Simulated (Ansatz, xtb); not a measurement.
# Ranking isomers of C2H5B−

5 gas-phase structures of C2H5B−, found in a search over its isomers (lower ones may exist). Each was relaxed with GFN2-xTB:

A. the doublet with the links of `[BH2-]=C[CH2]`
B. the doublet with the links of `[CH2][BH-]=C`
C. the doublet with the links of `[H]/[C]=C/[BH3-]`
D. the doublet with the links of `[BH3-][C]=C`
E. the doublet with the links of `[BH2-]1[CH]C1`

Which do you expect lowest at r2SCAN-D4/def2-SVPD, and how would the others follow?

Calculated order at r2SCAN-D4/def2-SVPD: A (0.0), B (2.7), D (18.2), E (23.0), C (31.4) kcal/mol.

Energies above the lowest of each column, in kcal/mol; the last columns are at PBE0-D3(BJ)/def2-SVPD geometries and were run for some of them only (a dash: not run or not comparable):

```tsv
structure	GFN2-xTB	HF/STO-3G	r2SCAN-D4/def2-SVPD	PBE0-D3(BJ)/def2-SVPD	CCSD(T)/def2-SVPD
A	0.0	1.6	0.0	0.0	0.0
B	17.8	0.0	2.7	3.6	1.7
D	17.0	1.3	18.2	17.7	16.7
E	21.8	9.9	23.0	–	–
C	23.7	14.8	31.4	–	–
```

CCSD(T)/def2-SVPD puts A lowest of those it was run on; HF/STO-3G picks B. Flexible structures stand in one conformer each, not always the lowest. Frequencies (PBE0-D3(BJ)/def2-SVPD) were run for A, B, D alone. Open shells are spin-unrestricted, some with notable spin contamination.

Over these structures GFN2-xTB departs from r2SCAN-D4/def2-SVPD by 5.6 kcal/mol on average once a common shift is removed. A GFN2-xTB relaxation took about 0.27 s and the r2SCAN-D4/def2-SVPD energy about 5.7 s on a shared host (Ansatz 0.2.0, xtb 6.7.1).
